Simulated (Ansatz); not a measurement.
bcc Nb was calculated with r²SCAN (plane waves, PAW; Ansatz, a first-principles code).

A relaxed, unreconstructed slab of the (100) face has 8 atoms, two equal faces of 10.920 Å² each and an energy of -36505.7342 eV. A bulk cell of 2 atoms with the same orientation and in-plane k mesh has -9127.2607 eV. Energies are extrapolated to zero smearing.

Numerical settings: plane-wave cutoff 500 eV, 16×16×1 k mesh (along the axes of the cell as run), Fermi–Dirac smearing 0.1 eV, scalar-relativistic PAW data made under PBE.

Worked out: γ = (E_slab − N E_bulk per atom)/2A = [-36505.7342 − 8 × (-9127.2607/2)]/(2 × 10.920) = 0.1515 eV/Å². With 16.022 J/m² per eV/Å² this is 2.43 J/m², or 1.65 eV per surface cell and face.
